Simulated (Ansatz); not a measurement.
# SiNHO (triplet): from Hartree-Fock to the top rungs, def2-TZVPP

The task here is to estimate one member of a computed series from the others.

Computed with Ansatz 0.2.0, Gaussian basis. Level: def2-TZVPP, core rule «outside noble gas», up to 7 orbitals frozen.

Plan: UHF; ROHF; CCSD(T) on UHF.

2 further runs of the same task are left out: 2 set aside as unsound or not needed.

## The system

The geometry is a PBE0/def2-TZVP stationary point (not a proven minimum) of the parent state, kept for this charge and spin.

4 atoms, charge 0, spin multiplicity 3.

Atoms are counted from 1 here; the program's logs count them from 0.

Bond lengths: O1–N2 1.332 Å, O1–H4 0.966 Å, N2–Si3 1.554 Å. Angles: N2–O1–H4 106.3°, O1–N2–Si3 173.8°.

The first run:

in.yaml reads:

```yaml
crystal:
  periodic: [false, false, false]
  atoms:
    - {symbol: O, position_ang: [-0.000007, -0.287198, 0.960799]}
    - {symbol: N, position_ang: [0.000023, -0.154683, -0.364392]}
    - {symbol: Si, position_ang: [-0.000004, -0.166852, -1.918552]}
    - {symbol: H, position_ang: [-0.000012, 0.608733, 1.322146]}
basis:
  gaussian: {orbitals: def2-TZVPP}
magnetization: {spin_polarized: true, initial_magnetization: 2}
hamiltonian: {xc: hf}
output: {orbitals: {seedname: orbitals}}
```

Run with:

```bash
$ ansatz run in.yaml --threads 1 --pin off --events-out ev --progress --plain --max-ram 4096MiB --backend cpu
```

Steps of the session up to this table: UHF; ROHF; CCSD(T) on UHF.

One of the session's tables, all rows but one given; the rest of the session is left out.

It belongs to the step «Misses and costs». 

```
  method  from UCCSD(T) (meV)
    ROHF             +14814.5
     UHF             +14485.5
    UMP2                    ?
   UCCSD               +592.2
UCCSD(T)                    0
```

**Question.** Estimate the row for UMP2.

**Answer.** from UCCSD(T) (meV): +1399.6. In the column «from UCCSD(T) (meV)» it lies between UCCSD (+592.2) and UHF (+14485.5).
